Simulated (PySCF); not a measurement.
**One shape, several levels: quartet OF**

Aim: a comparison of 6 runs (UB3LYP/6-31G*, U-wB97X/aug-cc-pVTZ, UB3LYP/aug-cc-pVTZ, UCAM-B3LYP/aug-cc-pVTZ, UPBE0/aug-cc-pVTZ, UCCSD(T)/aug-cc-pVTZ) of quartet OF. Input form: a Python script.

The calculation is run with PySCF 2.14.0.

4 further runs of the same task are left out: 4 set aside as unsound or not needed.

**1. The molecule**

OF has 2 atoms, charge 0, and is taken as a quartet. SMILES of the parent species: `[O]F`. The coordinates come from a PBE0-D4/def2-TZVP relaxation. That shape belongs to the parent species and isn't relaxed for this state.

Bond lengths: O1–F2 1.330 Å.

**2. The energy at UB3LYP/6-31G(d) (spherical functions) (run 1)**

The input, input.py:

```python
from pyscf import gto, dft

mol = gto.M(
    atom='''
O      0.000000     0.000000    -0.015950
F      0.000000     0.000000     1.314400
''',
    max_memory=1860,
    basis='6-31g*',
    verbose=3,
    spin=3,
)

mf = dft.UKS(mol, xc='b3lyp')
mf.grids.level = 5
mf.conv_tol = 1e-10
mf.kernel()
if not mf.converged:
    mf = mf.newton().run(mf.mo_coeff, mf.mo_occ)

e_final = mf.e_tot
print(f'total energy: {e_final:.8f} hartree')
```

Started as:

```sh
$ OMP_NUM_THREADS=1 python input.py
```

The program printed:

```text
WARN: HOMO -0.0503171639730322 >= LUMO -0.317702270817777

WARN: HOMO -0.108581317426848 >= LUMO -0.152690232488124

WARN: HOMO -0.124339007000219 >= LUMO -0.145033016251543

WARN: HOMO -0.135981055120737 >= LUMO -0.155902032389986

WARN: HOMO -0.12993867359786 >= LUMO -0.148274155480029

WARN: HOMO -0.131190132440314 >= LUMO -0.148976555996225

WARN: HOMO -0.131136575362222 >= LUMO -0.148907158200901

WARN: HOMO -0.131131822651673 >= LUMO -0.148912605268914

WARN: HOMO -0.131131052089554 >= LUMO -0.148913210169268

WARN: HOMO -0.131131204635099 >= LUMO -0.148913225862446

WARN: HOMO -0.13113116545077 >= LUMO -0.148913338611968

converged SCF energy = -174.70623771503  <S^2> = 3.7570186  2S+1 = 4.0035078
total energy: -174.70623772 hartree
```

Run time: 2.5 s. Hardware: 1 thread of Arm Neoverse V2, shared host; peak memory 0.2 GiB.

**3. The energy at U-wB97X/aug-cc-pVTZ (run 2)**

The input, input.py:

```python
from pyscf import gto, dft

mol = gto.Mole()
mol.atom = '''
O    0.000000   0.000000  -0.015950
F    0.000000   0.000000   1.314400
'''
mol.charge = 0
mol.spin = 3
mol.verbose = 3
mol.basis = 'aug-cc-pvtz'
mol.max_memory = 1860
mol.build()

myscf = dft.UKS(mol, xc='wb97x')
myscf.conv_tol = 1e-10
myscf.grids.level = 5
myscf.kernel()
if not myscf.converged:
    myscf = myscf.newton().run(myscf.mo_coeff, myscf.mo_occ)

e_tot = myscf.e_tot
print('E = %.10f Eh' % e_tot)
```

Started as:

```sh
$ OMP_NUM_THREADS=1 python input.py
```

The program printed:

```text
WARN: HOMO -0.0343642596250078 >= LUMO -0.335391567793849

converged SCF energy = -174.748512623946  <S^2> = 3.7621174  2S+1 = 4.0060541
E = -174.7485126239 Eh
```

It took 14 s on 1 thread of Arm Neoverse V2, shared host; peak memory 0.43 GiB.

Runs 3 to 5 aren't shown in full; the table further down has their settings and results.

**4. A single-point energy at UCCSD(T)/aug-cc-pVTZ (run 6)**

The input, input.py:

```python
from pyscf import gto, scf, cc

system = gto.M(
    atom='''
O    0.000000   0.000000  -0.015950
F    0.000000   0.000000   1.314400
''',
    spin=3,
    verbose=4,
    max_memory=1860,
    basis='aug-cc-pvtz',
)

mf = scf.UHF(system)
mf.conv_tol = 1e-10
mf.kernel()
if not mf.converged:
    mf = mf.newton().run(mf.mo_coeff, mf.mo_occ)

mycc = cc.CCSD(mf, frozen=2)
mycc.kernel()
e_t = mycc.ccsd_t()
e_final = mycc.e_tot + e_t
print('E = %.10f Eh' % e_final)
```

Started as:

```sh
$ OMP_NUM_THREADS=1 python input.py
```

The program printed:

```text
PySCF version 2.14.0

[INPUT] num. atoms = 2
[INPUT] num. electrons = 17
[INPUT] charge = 0
[INPUT] spin (= nelec alpha-beta = 2S) = 3
[INPUT] symmetry False subgroup None
[INPUT] Mole.unit = angstrom
[INPUT] Symbol           X                Y                Z      unit          X                Y                Z       unit  Magmom
[INPUT]  1 O      0.000000000000   0.000000000000  -0.015950000000 AA    0.000000000000   0.000000000000  -0.030141131687 Bohr   0.0
[INPUT]  2 F      0.000000000000   0.000000000000   1.314400000000 AA    0.000000000000   0.000000000000   2.483856018128 Bohr   0.0

nuclear repulsion = 28.6396506079152
number of shells = 26
number of NR pGTOs = 116
number of NR cGTOs = 92
basis = aug-cc-pvtz
ecp = {}

[... 20 lines left out ...]
WARN: HOMO 0.00427830856970601 >= LUMO -0.338254057533149
[... 54 lines left out ...]
converged SCF energy = -174.065629936083  <S^2> = 3.7799523  2S+1 = 4.0149482
[... 12 lines left out ...]
Init t2, MP2 energy = -0.424884459418849
[... 17 lines left out ...]
UCCSD converged
[... 2 lines left out ...]
E = -174.5271359905 Eh
```

Run time: 87 s. Hardware: 1 thread of Arm Neoverse V2, shared host; peak memory 3 GiB.

**5. The series**

| run | level | integration grid | frozen core orbitals | energy (Eh) | dipole moment (D) of the reference | HOMO energy (eV) | ⟨S²⟩ | wall time |
| --- | --- | --- | --- | --- | --- | --- | --- | --- |
| 1 | UB3LYP/6-31G* (spherical functions) | 5 | – | -174.706238 | 0.22 | -3.57 | 3.757 | 2.5 s |
| 2 | U-wB97X/aug-cc-pVTZ | 5 | – | -174.748513 | 0.53 | -7.30 | 3.762 | 14 s |
| 3 | UB3LYP/aug-cc-pVTZ | 5 | – | -174.794209 | 0.43 | -4.60 | 3.761 | 9.6 s |
| 4 | UCAM-B3LYP/aug-cc-pVTZ | 5 | – | -174.748441 | 0.50 | -6.44 | 3.761 | 13 s |
| 5 | UPBE0/aug-cc-pVTZ | 5 | – | -174.621346 | 0.50 | -4.86 | 3.761 | 9.3 s |
| 6 | UCCSD(T)/aug-cc-pVTZ | – | 2 | -174.527136 | 1.40 | -11.07 | 3.780 | 87 s |

**6. Summary of results**

```
                                                         quantity          value
                                              run 6: total energy  -174.52714 Eh
                      run 6: dipole moment (Hartree–Fock density)         1.40 D
run 6: HOMO energy (Hartree–Fock orbitals) (highest over α and β)      -11.07 eV
 run 6: LUMO energy (Hartree–Fock orbitals) (lowest over α and β)        1.60 eV
               run 6: correlation energy (2 core orbitals frozen)     -461.5 mEh
                                            run 6: (T) correction     -17.15 mEh
                         run 6: ⟨S²⟩ of the reference determinant          3.780
                                             run 6: T1 diagnostic          0.041
```

In words: Over runs 1, 2, 3, 4, 5 the dipole moment (its size) runs from 0.22 D (UB3LYP/6-31G*) to 0.53 D (U-wB97X/aug-cc-pVTZ). The two ends differ in method and basis. Totals of different functionals can't be ranked against each other. All runs together took 2.3 min, the longest 87 s.
